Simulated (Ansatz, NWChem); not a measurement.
**C4H8 (cyclobutane): from total energies to a heat of formation**

The species is C4H8 (12 atoms), meant as a singlet with charge 0. As SMILES, `C1CCC1`. Geometry: relaxed at PBE0-D4/def2-TZVP.

Total energies at CCSD(T)/6-31G* (spherical functions), 4 core orbitals frozen (NWChem 7.3.0); the atoms run unrestricted:

```tsv
species	state	energy (Eh)
C4H8	singlet	-156.677245
C	triplet	-37.751275
H	doublet	-0.498233
```

Harmonic wavenumbers at PBE0-D4/def2-TZVP, in cm⁻¹: 203, 625, 755, 755, 896, 934, 934, 964, 966, 1043, 1173, 1174, 1253, 1253, 1256, 1257, 1290, 1290, 1473, 1473, 1480, 1516, 3068, 3068, 3068, 3073, 3108, 3121, 3121, 3138.

Measured heats of formation of the gaseous atoms at 298.15 K, in kJ/mol: C 716.9, H 218.0. Spin-orbit lowering of the atoms at 298 K (mean of the ground term's levels less their thermal mean, from spectra), in kJ/mol: C 0.02. Take 1 Eh = 2625.50 kJ/mol, 1 cm⁻¹ = 0.0119627 kJ/mol, RT = 2.479 kJ/mol.

Task: Work out the heat of formation of the gas at 298 K.

Result: 
1. Electronic atomisation energy: 4 × (-37.751275) + 8 × (-0.498233) − (-156.677245) = 1.686281 Eh = 4427.3 kJ/mol.
2. Zero-point energy: half the sum of the wavenumbers, 24364 cm⁻¹ = 291.5 kJ/mol.
3. Thermal vibrational enthalpy, Σ hcν̃/(exp(hcν̃/kT) − 1): 3.4 kJ/mol. Translation, rotation and pV of a non-linear molecule: 4 RT = 9.9 kJ/mol.
4. The 12 free atoms carry 5/2 RT each: 74.4 kJ/mol.
5. Spin-orbit coupling lowers the free atoms by 4 × 0.02 = 0.1 kJ/mol.
6. Atomisation enthalpy at 298 K: 4427.3 − 0.1 − 291.5 − 3.4 − 9.9 + 74.4 = 4196.8 kJ/mol.
7. Sum of the atoms' heats of formation: 4611.6 kJ/mol. Heat of formation: 4611.6 − 4196.8 = +414.8 kJ/mol.

The tabulated value is +27.7 kJ/mol (CRC Handbook of Chemistry and Physics), so this level is off by +387.1 kJ/mol, or 8.4 % of the atomisation enthalpy. Coupled cluster needs large bases for atomisation: in a finite one the molecule is underbound. A double-zeta basis underbinds. Anharmonicity and any spin-orbit splitting of the molecule are left out, and so is core correlation.
